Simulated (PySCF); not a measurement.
Below is a simulated gas-phase Cl 2p photoelectron spectrum of `OCC(Cl)(Cl)Cl`.

Every computed line was given a Gaussian of 0.5 eV full width at half maximum and an area set by the number of equivalent atoms (split 2:1 within a doublet); the highest printed point is 100. Computed with delta-SCF UKS SCAN, pcX-2 on the ionised atom, pcseg-1 elsewhere, spin-free X2C in PySCF.

binding energy (eV), intensity and a bar:
```
    206.1          0 
    206.2          1 
    206.3          5 ##
    206.4         14 ####
    206.5         33 ##########
    206.6         59 ##################
    206.7         86 ##########################
    206.8        100 ##############################
    206.9         93 ############################
    207.0         70 #####################
    207.1         42 ############
    207.2         20 ######
    207.3          8 ##
    207.4          2 #
    207.5          1 
    207.6          0 
    207.7          0 
    207.8          0 
    207.9          1 
    208.0          4 #
    208.1         11 ###
    208.2         22 #######
    208.3         36 ###########
    208.4         47 ##############
    208.5         50 ###############
    208.6         42 #############
    208.7         28 ########
    208.8         15 #####
    208.9          7 ##
    209.0          2 #
    209.1          1 
    209.2          0
```

How many maxima does the curve show, and how many computed lines lie under it?

The curve has 2 maxima (at 206.8 and 208.5 eV). Under it lie 2 lines from 1 inequivalent chlorine site, drawn as a 2p3/2, 2p1/2 pair.

Decompose the envelope and assign each component. Numbering: `[OH:1][CH2:2][C:3]([Cl:4])([Cl:5])[Cl:6]`.

```json
{"position (eV)": "206.82", "relative area": "2.00", "line": "Cl 2p3/2", "atoms": "Cl4/Cl5/Cl6", "environment": "chlorine of a CCl3 group"}
{"position (eV)": "208.47", "relative area": "1.00", "line": "Cl 2p1/2", "atoms": "Cl4/Cl5/Cl6", "environment": "chlorine of a CCl3 group"}
```

What are the centre and the root-mean-square width of the whole band?

The area-weighted mean of the lines is 207.37 eV. Their own spread about it is 0.78 eV (rms) and each Gaussian has σ = 0.5/2.355 = 0.21 eV; the variances add, which gives 0.81 eV.

Shake-up satellites, vibrational structure and lifetime widths aren't simulated. One atom of each set of topologically equivalent atoms was ionised and stands for the set; in this conformer not all members are related by symmetry, and their own values weren't computed. The 2p values aren't plain energy differences: one relaxed spin-free 2p hole is combined with a matrix within the shell (ground-state 2p orbital-energy differences and spin–orbit coupling). 2p3/2, the mean of its two sublevels, lies a third of the splitting below the shell's mean and 2p1/2 two thirds above it; the statistical areas are 2:1. 2p1/2 minus 2p3/2 (ligand field included): Cl 1.65 eV. The structure is a single GFN2-xTB conformer in the gas phase; no vibrational or solvent corrections.

Shape of the structure used: `[OH:1][CH2:2][C:3]([Cl:4])([Cl:5])[Cl:6]`: O1–C2–C3–Cl4 60°, H–O1–C2–C3 -59°.
